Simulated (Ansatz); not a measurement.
# SiNHF+ (triplet): from Hartree-Fock to the top rungs, cc-pVDZ

The task here is to estimate one member of a computed series from the others.

Computed with Ansatz 0.2.0, Gaussian basis. Level: cc-pVDZ, core rule «outside noble gas», up to 7 orbitals frozen.

The runs, in order: UHF; CCSD(T) on ROHF; CCSD(T) on UHF; BCCD(T) on ROHF; CISD; CCSDT(Q) on ROHF; CCSDT(Q) on UHF.

7 further runs of the same task are left out: 2 for a known fault of the program, 5 set aside as unsound or not needed.

## The system

The geometry is a PBE0/def2-TZVP stationary point (not a proven minimum) of the parent state, kept for this charge and spin.

4 atoms, charge 1, spin multiplicity 3.

Atoms are counted from 1 here; the program's logs count them from 0.

Bond lengths: F1–Si3 1.600 Å, N2–Si3 1.831 Å, Si3–H4 1.500 Å. Angles: F1–Si3–N2 105.3°, F1–Si3–H4 106.8°, N2–Si3–H4 106.4°.

The first run:

in.yaml reads:

```yaml
crystal:
  periodic: [false, false, false]
  atoms:
    - {symbol: F, position_ang: [0.072839, -0.480480, 1.191357]}
    - {symbol: N, position_ang: [0.078200, -0.504380, -1.538768]}
    - {symbol: Si, position_ang: [-0.125489, 0.523752, -0.037976]}
    - {symbol: H, position_ang: [1.037026, 1.471534, -0.014144]}
basis:
  gaussian: {orbitals: cc-pVDZ}
total_charge: 1
magnetization: {spin_polarized: true, initial_magnetization: 2}
hamiltonian: {xc: hf}
output: {orbitals: {seedname: orbitals}}
```

Run with:

```bash
$ ansatz run in.yaml --threads 1 --pin off --events-out ev --progress --plain --max-ram 2560MiB --backend cpu
```

Among the steps run: UHF; CCSD(T) on ROHF; CCSD(T) on UHF; BCCD(T) on ROHF; CISD; CCSDT(Q) on ROHF; CCSDT(Q) on UHF.

One of the session's tables, all rows but one given; the rest of the session is left out.

| method | from RCCSDT(Q) (meV) |
| --- | --- |
| ROHF | +11424.1 |
| UHF | +10949.0 |
| RMP2 | +1263.8 |
| UMP2 | +1621.0 |
| CISD | +1490.0 |
| RCCSD | +389.3 |
| UCCSD | ? |
| RCCSD(T) | +79.3 |
| UCCSD(T) | +101.4 |
| BCCD(T) | +79.0 |
| RCCSDT | +28.0 |
| UCCSDT | +27.3 |
| RCCSDT(Q) | 0 |
| UCCSDT(Q) | -10.6 |

**Question.** Estimate the row for UCCSD.

The run gave: from RCCSDT(Q) (meV): +393.3. In the column «from RCCSDT(Q) (meV)» it lies between RCCSD (+389.3) and RMP2 (+1263.8).

Caveats from the session: The determinant is far from a pure spin state, so its energy mixes those of several spin states (harmless only where they are near-degenerate, as at dissociation). Restricted and unrestricted rows rest on different reference determinants; where their highest levels disagree by more than a few hundredths of an eV, they describe different states and don't form one ladder.
